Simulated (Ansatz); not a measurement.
A made-up structure of AlBSiH5, doublet:

B1  (-1.865, 0.617, -1.327)
Al2  (0.851, -0.754, 0.930)
Si3  (0.014, 0.940, -0.639)
H4  (-2.970, 0.367, -1.689)
H5  (0.750, 2.078, -1.063)
H6  (1.200, -0.135, 2.274)
H7  (2.112, -1.418, 0.401)
H8  (-0.170, -1.851, 1.184)
(Å)

It is relaxed with PBE-D4/def2-SVP and then PBE0-D4/def2-TZVP (Ansatz 0.2.0). Atoms count as bonded within 1.22 times the sum of their covalent radii (H–H: 0.88 Å). The end point is not checked to be a true minimum.

Q: Does its bonding change? (Judge from chemistry; the calculation decides.)

A: By the calculation: Yes. Formed: B1–Al2, Si3–H6; broken: Al2–Si3, Al2–H6.

Where it ends: The first stage lowers the energy by 2.20 eV in 36 steps. It ends as AlBSiH₅ ([AlH2][BH][SiH2]):
```xyz
8
angstrom
B -0.5485 -0.0128 -0.5417
Al 0.0456 -1.7899 0.4007
Si 0.1865 1.7017 -0.1179
H -1.3883 -0.0003 -1.3996
H -0.1761 3.0057 -0.7344
H 1.2363 1.9261 0.9100
H 1.2464 -2.6724 -0.1678
H -0.6788 -2.3145 1.7208
```

Labels in which every atom is bracketed show which atoms are joined, not bond orders.

For scale, one of the runs: PBE0-D4/def2-TZVP relaxation, 135 basis functions, launched by `ansatz run in.yaml --threads 2 --pin off --events-out ev --progress --plain --max-ram 4352MiB`. The run took about 110 s on 2 CPU threads of an Arm Neoverse V2 (shared host).
